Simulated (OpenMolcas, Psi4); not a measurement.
How methods differ on HBS (hydrogen boron sulfide)

HBS: 3 atoms, total charge 0, spin state singlet. As SMILES, `B=S`. The shape is that of a PBE0-D4/def2-TZVP optimisation.

```xyz
3

B    -0.0387   -0.0146    0.1348
S     0.3992    0.1476   -1.3933
H    -0.3605   -0.1331    1.2585
```

Each level gives the vertical energy of the triplet above the singlet (eV). The values are calculated.

```tsv
level	kind	program	value (eV)
HF/def2-TZVPPD	Hartree–Fock	OpenMolcas	3.69
SVWN5/def2-TZVPPD	LDA	OpenMolcas	4.82
revPBE/def2-TZVPPD	GGA	OpenMolcas	4.51
TPSS/def2-TZVPPD	meta-GGA	OpenMolcas	4.51
r2SCAN/def2-TZVPPD	meta-GGA	OpenMolcas	4.41
PBE0/def2-TZVPPD	global hybrid	OpenMolcas	4.42
OMP2/def2-TZVPPD (density fitting for correlation)	perturbation theory	Psi4	5.42
FCI/STO-3G, open shells restricted	exact in the basis	OpenMolcas	5.20
```

The values span 3.69 to 5.42 eV. Sets with diffuse functions come out lower, a sign that the upper state is spread out (Rydberg-like). High-level rows in very small sets aren't better than simpler rows in larger ones.
